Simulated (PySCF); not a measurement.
**Ne: ionisation energy**

Ne [Ne] (1S) → Ne⁺ [He] 2s2 2p5 (2P), as a difference of total energies. All numbers are calculated (PySCF 2.14, no relativity, point nucleus, in aug-cc-pVQZ (6s5p4d3f2g, 80 functions)). Correlated levels: valence: 1s2 frozen. The calculations carry no spin-orbit coupling.

**Question.** Order these methods by the ionisation energy they give, lowest first.
A. CCSD(T) (valence)
B. UHF
C. MP2 (valence)
D. CCSD (valence)

**Answer.** B (19.662 eV), D (21.458 eV), A (21.532 eV), C (21.735 eV).

A first-order spin-orbit estimate (lowest level to lowest level, LS coupling) adds -0.033 eV.

Errors of the correlated levels include the incompleteness of this basis and the frozen core.

For comparison: 21.565 eV (measured; NIST Atomic Spectra Database, ionization energies).
